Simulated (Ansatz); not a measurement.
The cluster LiAl₂, relaxed as a doublet with UKS PBE0-D4/def2-TZVP in Ansatz, starting from the GFN2-xTB geometry. Force threshold 0.02 eV/Å.

The charge 0 doublet is spin-contaminated (final ⟨S²⟩ up to 1.25, 0.75 for a pure state). The structure comes from a short search, and lower isomers may exist.

Start:

Cartesian coordinates in Å:
```
Al 0.028 -1.262 0.790
Al -1.195 0.226 -0.880
Li 1.168 1.036 0.090
```

Question: Estimate the energy that the relaxation releases and the steps that it takes.

Answer: 0.03 eV, in 3 steps; 6.5 s on 4 threads of Arm Neoverse V2 on a shared host. No frequencies were taken in this run, so the end may be a saddle point.

Question: Does the start keep its bonding and symmetry?

Answer: By distances, no bond broke or formed. The bond that changes most is Al1–Li3, from 2.66 to 2.78 Å (atoms count from 1). Point group C2v at the start, C2v at the end, both within 0.05 Å.

Question: Predict the relaxed structure.

Answer: 
```xyz
3

Al   -0.030   -1.278    0.764
Al   -1.208    0.173   -0.855
Li    1.237    1.105    0.091
```
Bond lengths (bridged metal pairs left out): 2 × Al–Li 2.78 Å; 1 × Al–Al 2.47 Å.
